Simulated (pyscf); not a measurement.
PySCF, gas phase, ωB97X-D3(BJ)/def2-SVP geometries.

### Question
`[OH][AsH][O][SiH3]` + `[H][H]` → `[SiH3][O][AsH2]` + `[OH2]`
Surface: singlet. Broken: As–O, H–H. Formed: As–H, H–O. Give ΔE‡ and ΔE from ωB97M-D3(BJ)/def2-TZVP, relative to the separated reactants.

### Answer
ΔE‡ = 194.6 kJ/mol, ΔE = -2.5 kJ/mol. Zero-point energy shifts the barrier by +8.0 kJ/mol. It is a four-centre exchange, with an imaginary mode of 1280i cm⁻¹. H₃Si–O–AsH₂ lies 44.7 kJ/mol over its isomer HO–SiH₂–AsH₂, and others may lie lower still (electronic energy, ωB97M-D3(BJ)). This is the saddle that the search found; another between the same sides may lie lower. Elements up to Kr have no core potential and no relativistic terms here.
